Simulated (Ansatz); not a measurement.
**What a trial cell of Be₂Pd relaxes into**

Level of theory: DFT PBE, scalar-relativistic, plane waves, PAW in Ansatz 0.2.0. Cutoff 420 eV, Γ-centred k mesh, Gaussian smearing, no spin polarisation in the final step.

The start puts Be₂Pd on the sites of a reported Cr2B cell (I4/mcm, No. 140), with Pd in place of B, Be in place of Cr, at a guessed volume.

```
Be Pd
1.0
    -2.61644    2.61644    2.17793
     2.61644   -2.61644    2.17793
     2.61644    2.61644   -2.17793
Be Pd
4 2
Direct
  0.66700 0.16700 0.83400
  0.16700 0.33300 0.50000
  0.33300 0.83300 0.16600
  0.83300 0.66700 0.50000
  0.25000 0.25000 0.00000
  0.75000 0.75000 0.00000
```

Cell and atoms relax at zero pressure; the relaxation can't lower the symmetry of the start. After a coarse first stage the cell is made exact in the group found at 0.06 Å.

Energies over the elements count from the elements' standard structures at the same level, with no empirical corrections.

Task: Which crystal results?

Result: It ends in P4/mmm (No. 123). Conventional cell: a = 3.842 Å, c = 2.650 Å. Be has 4 Pd at 2.33 Å and 6 Be at 2.65–2.72 Å; Pd has 8 Be at 2.33 Å and 2 Pd at 2.65 Å.

Space group P4/mmm (No. 123). a = 3.842 Å, b = 3.842 Å, c = 2.650 Å, α = 90.00°, β = 90.00°, γ = 90.00°
```tsv
atom	site	symmetry	x	y	z
Be	2f	mmm.	0.5000	0.0000	0.0000
Pd	1b	4/mmm	0.0000	0.0000	0.5000
```

Task: What are its volume, energy, density and gap?

Result: The volume per atom is 13.04 Å³ and the density is 5.28 g/cm³. The energy over the elements is -0.09 eV/atom. The gap on the 12×12×18 mesh is 0 eV (a metal).

The final run used a 12×12×18 mesh on its 3-atom cell and 0.10 eV smearing. The k mesh leaves about 4 meV/atom of noise in metals. Symmetry constrained the relaxation, so the result can be a saddle point. The steps took about 40 core-seconds in all.

Cost: 3 runs of about 0.74 core-minutes in all, on Intel Xeon 6975P-C (Granite Rapids) (shared hosts).